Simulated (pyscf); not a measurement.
This saddle point was located with ωB97X-D3(BJ)/def2-SVP in PySCF.

```xyz
16

C      0.3310    -0.1119     0.9586
C     -0.8884    -0.1728     0.3592
C     -1.1191    -0.9871    -0.8848
C     -2.0422     0.6734     0.8244
H      1.1285    -0.8015     0.6676
H      0.4560     0.4082     1.9126
H     -0.2407    -1.5966    -1.1441
H     -1.9853    -1.6607    -0.7642
H     -1.3469    -0.3310    -1.7449
H     -2.9403     0.0571     1.0041
H     -2.3184     1.4160     0.0535
H     -1.8044     1.2163     1.7513
C      1.4850     1.6284    -0.1096
H      1.4937     1.2610    -1.1395
H      0.8217     2.4704     0.1069
H      2.4311     1.5892     0.4386
```
Charge 0, spin multiplicity 2.

Surface: doublet, charge 0. Lowest wavenumbers (cm⁻¹): 441i, 91, 101, 111, 146.

Q: What reaction is this the transition state of?

A: H₂C=C(CH₃)–CH₃ + methyl (CH₃•) ⇌ H₃C–CH₂–C•(CH₃)–CH₃, an addition read from left to right: none broken and C–C formed. At ωB97M-D3(BJ)/def2-TZVP it lies +5.1 kcal/mol from the left side and +33.1 kcal/mol from the right (each side as separated species at their lowest minima found). One saddle was located; it need not be the lowest between these sides.
